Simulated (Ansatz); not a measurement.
A run of Ansatz (development build ahead of 0.2.0) on doublet C2H3 at this shape:

```yaml
atoms:
  - { symbol: C, position_ang: [0.1755, 0.4459, 0.3350] }
  - { symbol: C, position_ang: [-0.0979, -0.6162, -0.4182] }
  - { symbol: H, position_ang: [-0.9875, -1.0080, -0.8895] }
  - { symbol: H, position_ang: [1.1791, 0.6355, 0.7014] }
  - { symbol: H, position_ang: [-0.5937, 1.1646, 0.6110] }
```

Its results:

```
Converged                       : yes
Reference energy                : -77.33532 hartree
Correlation energy              : -0.22665 hartree
Total energy                    : -77.56196 hartree
Spin squared of the determinant : 1.009
Stability test                  : minimum
```

Forces (eV/Å):
```tsv
atom	Fx	Fy	Fz
C1	-0.473	-2.206	-1.548
C2	0.715	2.185	1.585
H3	-0.262	-0.150	-0.158
H4	0.268	0.028	0.087
H5	-0.248	0.144	0.034
```

(1) Which input gives this output? Name the method, the orbitals and the basis set, and write the input.

## Answers

(1) UHF-MP2 in def2-SVP.

```yaml
crystal:
  periodic: [false, false, false]
  atoms:
    - { symbol: C, position_ang: [0.17546, 0.44592, 0.33499] }
    - { symbol: C, position_ang: [-0.09791, -0.61618, -0.41816] }
    - { symbol: H, position_ang: [-0.98745, -1.00804, -0.88952] }
    - { symbol: H, position_ang: [1.17915, 0.6355, 0.70138] }
    - { symbol: H, position_ang: [-0.59371, 1.16465, 0.61101] }
basis:
  gaussian: { orbitals: def2-SVP }
magnetization:
  spin_polarized: true
  initial_magnetization: 1
hamiltonian:
  xc: hf
correlation:
  method: mp2
  frozen_orbitals: { C: 1, H: 0 }
output:
  forces: true
```

Caution: the unrestricted determinant is spin contaminated.
